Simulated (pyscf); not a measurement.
Elementary routes open to F–CH(F)–Cl (SMILES FC(F)Cl) + F–C:–F (SMILES F[C]F) [singlet] in the gas phase (singlet surface):
A. F–CH(Cl)–C(F)(F)–F (SMILES FC(Cl)C(F)(F)F) (C–F broken; C–F, C–C formed)
B. F–CH(F)–C(F)(F)–Cl (SMILES FC(F)C(F)(F)Cl) (C–H broken; C–C, C–H formed)

Optimised with ωB97X-D3(BJ)/def2-SVP in PySCF.

Rank the routes by free-energy barrier at 1200 K, lowest first, for ωB97M-D3(BJ)/def2-TZVP energies (ideal gas, 1 atm, RRHO with modes under 100 cm⁻¹ raised to 100, one conformer, R ln 2 for chiral ones without a mode under 150 cm⁻¹).

B (354.8 kJ/mol), A (434.4 kJ/mol)

Route B is the fastest of these, ahead of the next by 79.6 kJ/mol. The most stable products are those of A (ΔG = -25.2 kJ/mol), whose barrier is 79.6 kJ/mol higher: the kinetic and the thermodynamic product differ. At 298 K B is still the fastest. Only these routes are compared; each barrier is that of the saddle found, and lower ones may exist. A restricted solution here is unstable towards spin polarisation, so biradical character is likely and single-reference numbers are less safe.
